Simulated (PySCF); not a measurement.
Stretching CH⁺

Set-up: PySCF, no relativity, basis sets H def2-TZVP, C def2-TZVP. Energies in eV from H + C⁺ in their ground configurations at the same level. All curves are PBE0. state 1: ¹Σ⁺ (singlet), closed shell; state 2: ³Π (triplet), unpaired electrons σ ↑, π ↑, a second solution, started from another occupation; state 3: Ms = 0 determinant of mixed spin (⟨S²⟩ near 1.0), unpaired electrons σ ↑, π ↓, a second solution, started from another occupation.

```
R (Å)  state 1  state 2  state 3
0.981   -3.640   -2.985   -2.118
1.027   -3.890   -3.218   -2.383
1.073   -4.036   -3.351   -2.550
1.107   -4.090   -3.398   -2.624
1.141   -4.106   -3.410   -2.663
1.175   -4.091   -3.394   -2.675
1.221   -4.031   -3.338   -2.657
1.278   -3.907   -3.227   -2.595
1.346   -3.706   -3.058   -2.486
1.438   -3.385   -2.805   -2.310
```

Question: Put a parabola through the three lowest points of the state 1 curve and estimate Re, k and ωe (reduced mass 0.9297 u; 1 eV/Å² = 0.16022 mdyn/Å; ωe = 1302.8·√(k/μ) cm⁻¹).

Answer: Through R = 1.107, 1.141, 1.175 Å the second-order coefficient is 13.4 eV/Å², so Re ≈ 1.142 Å, k ≈ 4.30 mdyn/Å and ωe ≈ 2801 cm⁻¹. A polynomial fit of higher order to the unrounded PBE0 energies gives Re = 1.140 Å, k = 4.32 mdyn/Å, ωe = 2808 cm⁻¹; anharmonicity and rounding make the difference.

The higher-order fit for each curve: state 1: Re = 1.140 Å, ωe = 2808 cm⁻¹, De = 4.11 eV; state 2: Re = 1.137 Å, ωe = 2692 cm⁻¹, minimum 3.41 eV below the ground-state fragments; state 3: Re = 1.175 Å, ωe = 2345 cm⁻¹, minimum 2.67 eV below the ground-state fragments.

For an ion De counts to the pair picked by the measured ionisation energies or electron affinities, which need not be the lowest pair at this level.
